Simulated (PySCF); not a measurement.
Process, species as SMILES: [C-]#[NH+] (C-NH) + 3 [H][H] (H2) → C (CH4) + N (NH3)
B3LYP-D3(BJ)/def2-TZVP geometries, fixed; electronic energies without zero-point terms.

Effect of the atomic grid (radial, angular points) at PBE0/aug-cc-pVTZ with PySCF, against the last row, where the energy of full hydrogenation is -102.35 kcal/mol. Cost is core time over that of atom_grid: 50, 194, unpruned, rough, on shared machines of one kind.

```json
[
 {"setting": "atom_grid: 30, 110, unpruned", "grid points, largest species": "16504", "largest shift of a total energy (mEh)": "-0.149", "shift of the energy of full hydrogenation (kcal/mol)": "-0.068", "cost": "0.6×"},
 {"setting": "atom_grid: 50, 194, unpruned", "grid points, largest species": "48504", "largest shift of a total energy (mEh)": "-0.030", "shift of the energy of full hydrogenation (kcal/mol)": "-0.018", "cost": "1×"},
 {"setting": "atom_grid: 75, 302, unpruned", "grid points, largest species": "113256", "largest shift of a total energy (mEh)": "-0.003", "shift of the energy of full hydrogenation (kcal/mol)": "-0.002", "cost": "2×"},
 {"setting": "atom_grid: 99, 590, unpruned", "grid points, largest species": "292056", "largest shift of a total energy (mEh)": "0.000", "shift of the energy of full hydrogenation (kcal/mol)": "0.000", "cost": "5×"},
 {"setting": "atom_grid: 150, 974, unpruned", "grid points, largest species": "730504", "largest shift of a total energy (mEh)": "0.000", "shift of the energy of full hydrogenation (kcal/mol)": "0.000", "cost": "20×"}
]
```

Within 0.05 kcal/mol in the energy of full hydrogenation: atom_grid: 50, 194, unpruned; atom_grid: 75, 302, unpruned; atom_grid: 99, 590, unpruned. The largest shift is 0.149 mEh in a total energy and 0.068 kcal/mol in the difference.
